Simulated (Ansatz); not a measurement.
**[BH3]− (SMILES [BH3-]): levels of theory compared**

Wanted: a comparison of 6 runs (UHF/6-31G*, U-r2SCAN0/3-21G, U-wB97M-V/3-21G, UBLYP/3-21G, U-wB97M-V/6-31G*, UCCSDTQ/3-21G) of [BH3]−. 

The calculation is run with Ansatz 0.2.0.

2 further runs of the same task are left out: 2 set aside as unsound or not needed.

**1. The structure to begin with**

[BH3]−: 4 atoms, total charge -1, spin state doublet. As SMILES, `[BH3-]`. The H3–B1 distance was set to 2.507 Å, away from the relaxed value. At this shape a bond of the SMILES string is far longer than usual.

Bond lengths: B1–H2 1.254 Å, B1–H4 1.254 Å. Angles: H2–B1–H4 111.5°.

**2. The energy at UHF/6-31G(d) (spherical functions) (run 1)**

molecule.yaml

```yaml
crystal:
  periodic: [false, false, false]
  atoms:
    - symbol: B
      position_ang: [0.580105, 1.086458, -0.586002]
    - symbol: H
      position_ang: [1.346755, 1.576348, 0.276288]
    - symbol: H
      position_ang: [-0.279230, -1.161080, 0.118390]
    - symbol: H
      position_ang: [-0.358595, 1.869648, -0.865282]
basis:
  gaussian:
    orbitals: 6-31G_st_-spherical.json
total_charge: -1
magnetization:
  spin_polarized: true
  initial_magnetization: 1
hamiltonian:
  xc: hf
accuracy: high
```

The basis set 6-31G* is read from a file made from the Basis Set Exchange's data (not shown).

Run with:

```
$ ansatz run molecule.yaml --threads 1 --pin off --max-ram 2610MiB --events-out events.jsonl --progress --plain --runs-dir runs
```

The log of the run:

```text
Warning: RAYON_NUM_THREADS=1 ignored (pool sized by the plan → 1); use --threads N
Functional definition: HF
  name "HF"
  exchange = exact_x
  correlation = 0
414 factors; integrals over basis functions are off by at most 3.9e-9 eV
mean field evaluation 1: about -711.4741 eV, gradient 1.2e1 eV
mean field evaluation 2: about -711.4745 eV, gradient 1.2e1 eV
mean field evaluation 4: about -713.4732 eV, gradient 1.8e0 eV
mean field evaluation 8: about -713.5940 eV, gradient 2.1e-1 eV
mean field evaluation 16: about -713.7062 eV, gradient 1.3e-1 eV
mean field evaluation 32: about -711.0028 eV, gradient 6.6e0 eV
mean field evaluation 64: about -699.2298 eV, gradient 8.7e0 eV
mean field evaluation 96: about -713.5961 eV, gradient 6.4e-2 eV
mean field evaluation 128: about -713.5954 eV, gradient 8.4e-6 eV
mean field -713.70613073 eV, -26.2282165370 hartree, gradient 2.6e-8 eV, S^2 1.146011; 4 other end points of the search recorded, 0 dependent functions left out
reference -713.70613073 eV, -26.2282165370 hartree; 5, 4 occupied and 15, 16 virtual orbitals, 414 factors
Total energy: -713.70613073 eV, -26.2282165370 hartree
```

Wall time 0.2 s (1 thread of Arm Neoverse V1, shared host).

**3. The energy at U-r2SCAN0/3-21G (run 2)**

in.yaml

```yaml
crystal:
  periodic: [false, false, false]
  atoms:
    - {symbol: B, position_ang: [0.580105, 1.086458, -0.586002]}
    - {symbol: H, position_ang: [1.346755, 1.576348, 0.276288]}
    - {symbol: H, position_ang: [-0.279230, -1.161080, 0.118390]}
    - {symbol: H, position_ang: [-0.358595, 1.869648, -0.865282]}
basis:
  gaussian: {orbitals: 3-21G.json}
accuracy: high
hamiltonian: {xc: {name: r2SCAN0}}
total_charge: -1
magnetization: {spin_polarized: true, initial_magnetization: 1}
```

The basis set 3-21G is read from a file made from the Basis Set Exchange's data (not shown).

Run with:

```
$ ansatz run in.yaml --threads 1 --pin off --max-ram 2610MiB --events-out events.jsonl --progress --plain --runs-dir runs
```

The log of the run:

```text
Warning: RAYON_NUM_THREADS=1 ignored (pool sized by the plan → 1); use --threads N
Functional definition: r2SCAN0
  name "r2SCAN0"
  parameter a = 0.25
  parameter k0 = 0.174
  parameter k1 = 0.065
  parameter a1 = 4.9479
  exchange = (1 - a)*r2scan_x(k0 = k0, k1 = k1, a1 = a1) + a*exact_x
  correlation = r2scan_c
290 factors; integrals over basis functions are off by at most 3.2e-9 eV
mean field evaluation 1: about -713.9293 eV, gradient 9.5e0 eV
mean field evaluation 2: about -710.8263 eV, gradient 1.9e1 eV
mean field evaluation 4: about -715.4546 eV, gradient 4.5e-1 eV
mean field evaluation 8: about -715.4546 eV, gradient 2.1e-1 eV
mean field evaluation 16: about -715.5191 eV, gradient 8.2e-2 eV
mean field evaluation 32: about -715.4324 eV, gradient 2.5e-1 eV
mean field -715.51983362 eV, -26.2948688886 hartree, gradient 1.7e-8 eV, S^2 1.025575; 2 other end points of the search recorded, 0 dependent functions left out
reference -715.51983432 eV, -26.2948689143 hartree; 5, 4 occupied and 10, 11 virtual orbitals, 290 factors
Total energy: -715.51983432 eV, -26.2948689143 hartree
```

Wall time 4.2 s (1 thread of Arm Neoverse V1, shared host); peak memory 0.15 GiB.

**4. The energy at U-wB97M-V/3-21G (run 3)**

job.yaml

```yaml
crystal:
  periodic: [false, false, false]
  atoms:
    - symbol: B
      position_ang: [0.580105, 1.086458, -0.586002]
    - symbol: H
      position_ang: [1.346755, 1.576348, 0.276288]
    - symbol: H
      position_ang: [-0.279230, -1.161080, 0.118390]
    - symbol: H
      position_ang: [-0.358595, 1.869648, -0.865282]
basis:
  gaussian: {orbitals: 3-21G.json}
total_charge: -1
magnetization: {spin_polarized: true, initial_magnetization: 1}
hamiltonian: {xc: {name: wB97M-V}}
accuracy: high
```

The basis set 3-21G is read from a file made from the Basis Set Exchange's data (not shown).

Run with:

```
$ ansatz run job.yaml --threads 1 --pin off --max-ram 2610MiB --events-out events.jsonl --progress --plain --runs-dir runs
```

The log of the run, cut to the lines that bear on the results:

```text
Warning: RAYON_NUM_THREADS=1 ignored (pool sized by the plan → 1); use --threads N
Functional definition: wB97M-V
  name "wB97M-V"
[...]
  gx(w, u) = 1 - cx + cx01*u + cx10*w
  gss(w, u) = css00 + css04*u^4 + css10*w + css20*w^2 + css43*w^4*u^3
  gos(w, u) = cos00 + cos10*w + (cos20 + cos21*u)*w^2 + (cos60 + cos61*u)*w^6
[...]
      + integral(e_c_pw_mod_opposite_spin*gos(b97_w_opposite, b97_u_opposite)) + vv10(b, c)
290 factors; integrals over basis functions are off by at most 3.2e-9 eV
147 factors; integrals over basis functions are off by at most 1.5e-9 eV
[...]
mean field -714.81521480 eV, -26.2689746248 hartree, gradient 1.7e-8 eV, S^2 0.773069; 2 other end points of the search recorded, 0 dependent functions left out
reference -714.81521728 eV, -26.2689747157 hartree; 5, 4 occupied and 10, 11 virtual orbitals, 290 factors
Total energy: -714.81521728 eV, -26.2689747157 hartree
```

Wall time 12 s (1 thread of Arm Neoverse V1, shared host); peak memory 0.3 GiB.

Runs 4 to 5 aren't shown in full; the table further down has their settings and results.

**5. The energy at UCCSDTQ/3-21G (run 6)**

molecule.yaml

```yaml
basis:
  gaussian: {orbitals: 3-21G.json}
crystal:
  periodic: [false, false, false]
  atoms:
    - {symbol: B, position_ang: [0.580105, 1.086458, -0.586002]}
    - {symbol: H, position_ang: [1.346755, 1.576348, 0.276288]}
    - {symbol: H, position_ang: [-0.279230, -1.161080, 0.118390]}
    - {symbol: H, position_ang: [-0.358595, 1.869648, -0.865282]}
total_charge: -1
magnetization: {spin_polarized: true, initial_magnetization: 1}
correlation: {method: ccsdtq, frozen_orbitals: {B: 1, H: 0}}
accuracy: high
scf: {omitted_lower_state_checks: [cluster_reference, increment]}
```

The basis set 3-21G is read from a file made from the Basis Set Exchange's data (not shown).

Run with:

```
$ ansatz run molecule.yaml --threads 1 --pin off --max-ram 2610MiB --events-out events.jsonl --progress --plain --runs-dir runs
```

The log of the run:

```text
Warning: RAYON_NUM_THREADS=1 ignored (pool sized by the plan → 1); use --threads N
[... 14 lines left out ...]
1 core orbitals not correlated: weight in the atoms' cores, before any rotation towards them, 1.000 or more for the frozen orbitals, at most 0.000 for the correlated occupied ones
[... 41 lines left out ...]
Total energy: -711.99649972 eV, -26.1653887560 hartree
Checks for a lower state left out: cluster_reference, increment
```

It took 12 s on 1 thread of Arm Neoverse V1, shared host; peak memory 0.11 GiB.

**6. All runs side by side**

```csv
run,level,frozen core orbitals,energy (Eh),⟨S²⟩,wall time
1,UHF/6-31G* (spherical functions),–,-26.228217,1.146,0.2 s
2,U-r2SCAN0/3-21G,–,-26.294869,1.026,4.2 s
3,U-wB97M-V/3-21G,–,-26.268975,0.773,12 s
4,UBLYP/3-21G,–,-26.291971,0.757,0.93 s
5,U-wB97M-V/6-31G* (spherical functions),–,-26.417931,0.761,12 s
6,UCCSDTQ/3-21G,1,-26.165389,1.307,12 s
```

**7. Results**

```
                                         quantity         value
                              run 6: total energy  -26.16539 Eh
run 6: correlation energy (1 core orbital frozen)     -83.4 mEh
         run 6: ⟨S²⟩ of the reference determinant         1.307
                             run 6: T1 diagnostic         0.100
```

What this shows: Totals of different functionals can't be ranked against each other. Spin contamination of the reference: run 6 ⟨S²⟩ = 1.31, run 1 ⟨S²⟩ = 1.15, run 2 ⟨S²⟩ = 1.03. All runs together took 41 s, the longest 12 s.
